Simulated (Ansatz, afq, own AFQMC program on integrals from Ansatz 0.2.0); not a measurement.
## Where AFQMC and coupled cluster stand for ZrN, doublet

```xyz
2

Zr    0.0000    0.0000    0.0000
N     0.0000    0.0000    1.3240
```

Basis def2-SVP with its core potentials. Only valence electrons are correlated. Integrals, coupled cluster, full CI and functionals: Ansatz 0.2.0; the random walks run on the same integrals in our own AFQMC program. ph-AFQMC/CISD is guided by a CISD state made of CCSD amplitudes; releasing the constraint for a short imaginary time cuts its bias at the price of noise, slowly where states lie close. Error bars are statistical, one sigma. No spin–orbit coupling. The metal's outer-core s and p shells are frozen, which shifts wave-function levels against functionals.

Determinant: ROHF, the one that the program's search chose, which needn't be the lowest solution. The geometry is a point of a scan.

No full CI on the walks' own integrals is used here; CCSDT(Q) serves as the reference and is uncertain by about the last step of the cluster series.

Cautions: no spin-orbit coupling; outer-core shells of the metal frozen; higher spins were not checked.

```
T1 diagnostic                               : 0.0214
weight of the determinant in the CISD state : 0.914
size of the correlated space                : 9 electrons in 40 orbitals
```

Reference: CCSDT(Q), correlation energy -6.268 eV. The released energy is read at 2.40 1/Eh (meV from the phaseless value at times in 1/Eh: -10 ± 14 at 0.24, 4 ± 11 at 0.51, 16 ± 12 at 0.99, -3 ± 13 at 1.62, -3 ± 18 at 2.40).

```json
{"level": "HF", "E − E(reference) (meV)": "6268.3", "share of correlation (%)": "0.00"}
{"level": "MP2", "E − E(reference) (meV)": "170.9", "share of correlation (%)": "97.27"}
{"level": "CCSD", "E − E(reference) (meV)": "235.0", "share of correlation (%)": "96.25"}
{"level": "CCSD(T)", "E − E(reference) (meV)": "19.2", "share of correlation (%)": "99.69"}
{"level": "CCSDT", "E − E(reference) (meV)": "18.2", "share of correlation (%)": "99.71"}
{"level": "ph-AFQMC/CISD", "E − E(reference) (meV)": "-4.8 ± 12.7", "share of correlation (%)": "100.08"}
{"level": "released AFQMC", "E − E(reference) (meV)": "-8.1 ± 18.4", "share of correlation (%)": "100.13"}
```

A walk keeps the symmetry of its determinant, which the program's search chose and which needn't be the lowest solution, so a lower state of the same spin and another symmetry isn't excluded. Released energies are given only where the last usable release times agree within the noise; a slower fall can still hide under it.
